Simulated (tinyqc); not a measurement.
Inside a calculation. Method: RKS/LDA (PW92) in the sto-3g basis, for BH2+, spin multiplicity 1. One step of it, computed by the program tinyqc.

Problem. Iteration 1: building the Kohn-Sham matrix. J_ij = sum D_kl (ij|kl); F = H + J + V_xc; E = tr D H + tr D J / 2 + E_xc + E_nn.

D at the start:
```
            1B 1s      1B 2s     1B 2px     1B 2py     1B 2pz      2H 1s      3H 1s
1B 1s    0.505206  -0.684524   0.086077   0.216877  -0.435758   0.293778  -0.281256
1B 2s   -0.684524   1.600656   0.513274   0.497375   0.262650  -0.776228   0.624563
1B 2px   0.086077   0.513274   1.033217   0.667048   0.236901   0.130444  -0.218575
1B 2py   0.216877   0.497375   0.667048   1.051447  -0.731113  -0.429990   0.267850
1B 2pz  -0.435758   0.262650   0.236901  -0.731113   1.425035   0.555989  -0.449694
2H 1s    0.293778  -0.776228   0.130444  -0.429990   0.555989   0.822740  -0.703583
3H 1s   -0.281256   0.624563  -0.218575   0.267850  -0.449694  -0.703583   0.614672
```

core Hamiltonian H = T + V (hartree):
```
             1B 1s      1B 2s     1B 2px     1B 2py     1B 2pz      2H 1s      3H 1s
1B 1s   -13.054443  -3.384843   0.000000  -0.001479  -0.008887  -0.527527  -0.431670
1B 2s    -3.384843  -4.136252   0.000000  -0.011653  -0.084811  -1.360886  -1.189976
1B 2px    0.000000   0.000000  -3.285899   0.000000   0.000000   0.000000   0.000000
1B 2py   -0.001479  -0.011653   0.000000  -3.430367  -0.003835  -1.234407   1.108484
1B 2pz   -0.008887  -0.084811   0.000000  -0.003835  -3.306243  -0.474375  -0.425447
2H 1s    -0.527527  -1.360886   0.000000  -1.234407  -0.474375  -2.541281  -0.134431
3H 1s    -0.431670  -1.189976   0.000000   1.108484  -0.425447  -0.134431  -2.430667
```

Two-electron integrals (ij|kl) in chemists' order, unique and non-zero (hartree):
```
(11|11) 2.923513    (21|11) 0.518376    (21|21) 0.109262    (22|11) 0.744229
(22|21) 0.193177    (22|22) 0.544804    (31|31) 0.020264    (32|31) 0.029996
(32|32) 0.120346    (33|11) 0.742491    (33|21) 0.193240    (33|22) 0.544682
(33|33) 0.586773    (41|41) 0.020264    (42|41) 0.029996    (42|42) 0.120346
(43|43) 0.031630    (44|11) 0.742491    (44|21) 0.193240    (44|22) 0.544682
(44|33) 0.523513    (44|44) 0.586773    (51|51) 0.020264    (52|51) 0.029996
(52|52) 0.120346    (53|53) 0.031630    (54|54) 0.031630    (55|11) 0.742491
(55|21) 0.193240    (55|22) 0.544682    (55|33) 0.523513    (55|44) 0.523513
(55|55) 0.586773    (61|11) 0.079346    (61|21) 0.016676    (61|22) 0.029618
(61|33) 0.029480    (61|41) 0.001105    (61|42) 0.002054    (61|44) 0.029857
(61|51) 0.000415    (61|52) 0.000771    (61|54) 0.000141    (61|55) 0.029534
(61|61) 0.002622    (62|11) 0.207588    (62|21) 0.054814    (62|22) 0.172173
(62|33) 0.167104    (62|41) 0.005620    (62|42) 0.035502    (62|44) 0.180284
(62|51) 0.002111    (62|52) 0.013334    (62|54) 0.004950    (62|55) 0.168963
(62|61) 0.008934    (62|62) 0.077911    (63|31) 0.005252    (63|32) 0.025122
(63|43) 0.006467    (63|53) 0.002429    (63|63) 0.008120    (64|11) 0.188103
(64|21) 0.050297    (64|22) 0.166681    (64|33) 0.157917    (64|41) 0.009645
(64|42) 0.056194    (64|44) 0.182396    (64|51) 0.001650    (64|52) 0.011670
(64|54) 0.006765    (64|55) 0.159546    (64|61) 0.008555    (64|62) 0.088062
(64|64) 0.105632    (65|11) 0.070646    (65|21) 0.018890    (65|22) 0.062601
(65|33) 0.059309    (65|41) 0.001650    (65|42) 0.011670    (65|44) 0.063645
(65|51) 0.005872    (65|52) 0.029505    (65|54) 0.008095    (65|55) 0.064779
(65|61) 0.003213    (65|62) 0.033074    (65|64) 0.036623    (65|65) 0.021875
(66|11) 0.375557    (66|21) 0.100953    (66|22) 0.359849    (66|33) 0.339072
(66|41) 0.011869    (66|42) 0.101230    (66|44) 0.393279    (66|51) 0.004458
(66|52) 0.038019    (66|54) 0.020358    (66|55) 0.346718    (66|61) 0.016695
(66|62) 0.213882    (66|64) 0.261679    (66|65) 0.098279    (66|66) 0.774606
(71|11) 0.064929    (71|21) 0.013644    (71|22) 0.024235    (71|33) 0.024128
(71|41) -0.000892   (71|42) -0.001664   (71|44) 0.024421    (71|51) 0.000335
(71|52) 0.000624    (71|54) -0.000110   (71|55) 0.024169    (71|61) 0.002039
(71|62) 0.006609    (71|64) 0.005824    (71|65) 0.002387    (71|66) 0.012107
(71|71) 0.001754    (72|11) 0.179664    (72|21) 0.047493    (72|22) 0.150470
(72|33) 0.145974    (72|41) -0.004844   (72|42) -0.031386   (72|44) 0.157667
(72|51) 0.001816    (72|52) 0.011767    (72|54) -0.004384   (72|55) 0.147617
(72|61) 0.006997    (72|62) 0.041237    (72|64) 0.035523    (72|65) 0.017150
(72|66) 0.084216    (72|71) 0.006329    (72|72) 0.061318    (73|31) 0.004407
(73|32) 0.021423    (73|43) -0.005620   (73|53) 0.002107    (73|63) 0.003665
(73|73) 0.006130    (74|11) -0.166758   (74|21) -0.044618   (74|22) -0.149078
(74|33) -0.141335   (74|41) 0.008233    (74|42) 0.049265    (74|44) -0.162936
(74|51) -0.001434   (74|52) -0.010438   (74|54) 0.005991    (74|55) -0.142792
(74|61) -0.006331   (74|62) -0.036711   (74|64) -0.029166   (74|65) -0.015017
(74|66) -0.073658   (74|71) -0.006184   (74|72) -0.070755   (74|74) 0.086109
(75|11) 0.062519    (75|21) 0.016728    (75|22) 0.055891    (75|33) 0.052988
(75|41) -0.001434   (75|42) -0.010438   (75|44) 0.056873    (75|51) 0.004945
(75|52) 0.025337    (75|54) -0.007076   (75|55) 0.057748    (75|61) 0.002580
(75|62) 0.017425    (75|64) 0.014815    (75|65) 0.010751    (75|66) 0.036921
(75|71) 0.002318    (75|72) 0.026527    (75|74) -0.029985   (75|75) 0.017372
(76|11) 0.019098    (76|21) 0.005023    (76|22) 0.015617    (76|33) 0.015267
(76|41) -0.000012   (76|42) -0.000115   (76|44) 0.015829    (76|51) 0.000357
(76|52) 0.002206    (76|54) -0.000020   (76|55) 0.015742    (76|61) 0.000781
(76|62) 0.005534    (76|64) 0.005484    (76|65) 0.002592    (76|66) 0.012971
(76|71) 0.000641    (76|72) 0.004983    (76|74) -0.005108   (76|75) 0.002367
(76|76) 0.000526    (77|11) 0.353520    (77|21) 0.095083    (77|22) 0.342151
(77|33) 0.323041    (77|41) -0.010637   (77|42) -0.093997   (77|44) 0.372873
(77|51) 0.003988    (77|52) 0.035240    (77|54) -0.018683   (77|55) 0.330045
(77|61) 0.013962    (77|62) 0.092228    (77|64) 0.078324    (77|65) 0.039679
(77|66) 0.195577    (77|71) 0.012813    (77|72) 0.186949    (77|74) -0.232862
(77|75) 0.087302    (77|76) 0.012971    (77|77) 0.774606
```

nuclear repulsion = 3.86240170 hartree

V_xc (hartree):
```
            1B 1s      1B 2s     1B 2px     1B 2py     1B 2pz      2H 1s      3H 1s
1B 1s   -1.084838  -0.204647  -0.013379  -0.016441   0.010905  -0.032132  -0.025075
1B 2s   -0.204647  -0.468123  -0.032367  -0.018742  -0.013148  -0.152411  -0.136002
1B 2px  -0.013379  -0.032367  -0.461675  -0.029644  -0.011158  -0.013098  -0.000926
1B 2py  -0.016441  -0.018742  -0.029644  -0.465273   0.027551  -0.151949   0.138415
1B 2pz   0.010905  -0.013148  -0.011158   0.027551  -0.481433  -0.057839  -0.059108
2H 1s   -0.032132  -0.152411  -0.013098  -0.151949  -0.057839  -0.381146  -0.013663
3H 1s   -0.025075  -0.136002  -0.000926   0.138415  -0.059108  -0.013663  -0.386532
```

E_xc = sum of w rho eps_xc = -2.37867109 hartree

Give: Coulomb J; Kohn-Sham matrix F; total energy of this density.

Solution.

Coulomb J (hartree):
```
        1B 1s  1B 2s  1B 2px  1B 2py  1B 2pz  2H 1s   3H 1s
1B 1s   4.747  1.149   0.034   0.027   0.003  0.178   0.143
1B 2s   1.149  3.100   0.126   0.067   0.075  1.027   0.888
1B 2px  0.034  0.126   3.075   0.046   0.015  0.037   0.015
1B 2py  0.027  0.067   0.046   3.113  -0.041  1.016  -0.890
1B 2pz  0.003  0.075   0.015  -0.041   3.108  0.389   0.358
2H 1s   0.178  1.027   0.037   1.016   0.389  2.305   0.092
3H 1s   0.143  0.888   0.015  -0.890   0.358  0.092   2.220
```

Kohn-Sham matrix F (hartree):
```
         1B 1s   1B 2s  1B 2px  1B 2py  1B 2pz   2H 1s   3H 1s
1B 1s   -9.392  -2.440   0.020   0.010   0.005  -0.382  -0.314
1B 2s   -2.440  -1.504   0.094   0.036  -0.023  -0.487  -0.438
1B 2px   0.020   0.094  -0.673   0.017   0.004   0.024   0.014
1B 2py   0.010   0.036   0.017  -0.783  -0.017  -0.370   0.357
1B 2pz   0.005  -0.023   0.004  -0.017  -0.680  -0.143  -0.127
2H 1s   -0.382  -0.487   0.024  -0.370  -0.143  -0.618  -0.056
3H 1s   -0.314  -0.438   0.014   0.357  -0.127  -0.056  -0.597
```

total energy of this density = -10.94111 hartree

This density is the starting one.
